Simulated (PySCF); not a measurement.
**CN, SMILES `[C]#N` (charge 0, multiplicity 2)**

Level of theory: PySCF with CAM-B3LYP-D3(BJ)/def2-TZVP.

| Item | Value |
|---|---|
| highest occupied spin orbital | -12.34 eV |
| dipole moment | 1.56 D |
| total energy | -92.7006 Ha |
| cost | roughly 12 core-seconds |

Bonded distances (Å): C1–N2 1.156.
Charge 0, spin multiplicity 2.
